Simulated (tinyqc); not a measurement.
UKS/PBE0 in the sto-6g basis, for H2O+, spin multiplicity 2, step by step. One step of it, computed by the program tinyqc.

Task: Iteration 2: DIIS coefficients. Solve [B -1; -1 0][c; lambda] = [0; -1] for the coefficients, which sum to one.

B (overlaps of the stored error matrices):
$$\begin{pmatrix}
5.0857195e-01 & -5.5706317e-01 \\
-5.5706317e-01 & 1.2210851e+00
\end{pmatrix}$$

Give: DIIS coefficients.

Result:

DIIS coefficients: [0.625, 0.375]
